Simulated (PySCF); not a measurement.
nitrogen (N2), SMILES N#N.

Geometry: B3LYP-D3(BJ)/def2-TZVPD.

These are B3LYP-D3(BJ)/def2-TZVPD (PySCF 2.14.0) values and carry that method's errors.

Harmonic, unscaled wavenumbers; measured fundamentals usually lie a few per cent lower.

| mode | ν (cm⁻¹) | IR (km/mol) | moving atoms (share of kinetic energy) |
|---|---|---|---|
| 1 | 2454 | 0.0 | N 100 % |
